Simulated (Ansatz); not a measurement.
# AsH$_{2}$⁺, triplet: reading a ladder of total energies

Geometry: a point of a stretch scan, not a stationary point.

```json
{"atom": "As", "x (Å)": "0.0000", "y (Å)": "-0.0225", "z (Å)": "0.0062"}
{"atom": "H", "x (Å)": "0.0000", "y (Å)": "0.9657", "z (Å)": "-1.7888"}
{"atom": "H", "x (Å)": "0.0000", "y (Å)": "0.7064", "z (Å)": "1.3302"}
```

Basis cc-pVDZ; Ansatz 0.2.0. Only valence electrons are correlated (noble-gas cores and the filled d shells of p-block atoms frozen), which leaves 6 electrons in 23 orbitals. R marks a restricted (for open shells ROHF) determinant. No spin–orbit coupling is included, and no scalar relativity.

Full CI is exact within this basis and frozen core; it isn't the basis-set limit.

Runs differ by some tens of microhartree through their thresholds and, for an open shell, their frozen cores, so steps under 0.03 kcal/mol mean nothing.

| level | total energy (hartree) |
| --- | --- |
| RHF | -2234.911786 |
| RMP2 | -2234.995576 |
| RCCSD | -2235.021290 |
| RCCSD(T) | -2235.024320 |
| RCCSDT | -2235.025303 |
| RCCSDT(Q) | -2235.025399 |
| full CI | -2235.025407 |

Problem. What is the correlation energy at full CI, and what share of it do RMP2 and RCCSD recover?

Solution. E(corr) = -2235.025407 − (-2234.911786) = -0.113621 hartree = -3.092 eV. RMP2: -0.083790 / -0.113621 = 73.75 %. RCCSD: -0.109504 / -0.113621 = 96.38 %.

Problem. By how many kcal/mol does RCCSD(T) miss full CI (1 hartree = 627.509 kcal/mol), and which steps make up the rest?

Solution. -2235.024320 − (-2235.025407) = 0.001087 hartree = 0.68 kcal/mol. Steps: RCCSDT − RCCSD(T) = -0.62, RCCSDT(Q) − RCCSDT = -0.06, full CI − RCCSDT(Q) = -0.01 kcal/mol. That is within 1 kcal/mol of the reference in this basis, which itself misses far more of the correlation at the basis-set limit.
